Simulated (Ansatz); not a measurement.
A calculation with Ansatz (development build ahead of 0.2.0).

```yaml
crystal:
  periodic: [false, false, false]
  atoms:
    - { symbol: "N", position_ang: [0.18742, 0.01111, -0.03762] }
    - { symbol: "N", position_ang: [1.15383, -0.1308, -0.47077] }
    - { symbol: O, position_ang: [0.28878, 3.30479, 0.64509] }
basis:
  gaussian: { orbitals: def2-SVP }
magnetization:
  spin_polarized: true
  initial_magnetization: 2
hamiltonian:
  xc: hf
output:
  forces: true
```

The input is written out in the form of the current development build from the run's settings.

The run gave:

```
Converged                       : yes
Total energy                    : -183.57451 hartree
Spin squared of the determinant : 2.005
Stability test                  : minimum
```

Forces (eV/Å):
| atom | Fx | Fy | Fz |
| --- | --- | --- | --- |
| N1 | -0.914 | 0.125 | 0.408 |
| N2 | 0.914 | -0.136 | -0.410 |
| O3 | 0.000 | 0.010 | 0.002 |
